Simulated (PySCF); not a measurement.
Compound: C₅H₈.
SMILES: `C=C1CCC1`

Level: CAM-B3LYP/def2-SVPD in PySCF, non-relativistic, on one gas-phase PBE0-D3(BJ)/def2-SVP geometry that isn't relaxed in the solvent. The solvent is an IEF-PCM continuum (van der Waals radii × 1.2), and excitations are vertical TDDFT with non-equilibrium linear response and a frozen core. Specific hydrogen bonds and non-electrostatic terms are outside this model.

```tsv
run	E − E(gas) (kJ/mol)	HOMO (eV)	HOMO–LUMO gap (eV)	dipole (D)	lowest singlet (eV)	static polarisability (au)
gas	0.00	-8.33	9.58	0.57	6.80	59.5
P	-6.03	-8.35	9.62	0.82	6.63	80.6
Q	-2.68	-8.32	9.60	0.68	6.61	68.0
```

Problem. The runs were made in benzene and dimethylsulfoxide. Which run belongs to which solvent?

Solution. P = dimethylsulfoxide, Q = benzene. The dielectric constants are 2.271 (benzene), 46.83 (dimethylsulfoxide), and the energy falls further as ε rises. The optical constants n² used for the excitations are 2.25, 2.19 in the same order. In this model the ground state sees the solvent through ε alone.

Problem. How constant is the ratio of the lowering to (ε − 1)/(2ε + 1)?

Solution. 
```json
{"solvent": "benzene", "(ε − 1)/(2ε + 1)": "0.229", "E − E(gas) (kJ/mol)": "-2.68", "ratio (kJ/mol)": "-11.7", "polarisation term (kJ/mol)": "-2.80"}
{"solvent": "dimethylsulfoxide", "(ε − 1)/(2ε + 1)": "0.484", "E − E(gas) (kJ/mol)": "-6.03", "ratio (kJ/mol)": "-12.5", "polarisation term (kJ/mol)": "-6.65"}
```

The ratio changes by +6.7 % in size from benzene to dimethylsulfoxide. The polarisation term is half the interaction of the solute with the induced surface charges.
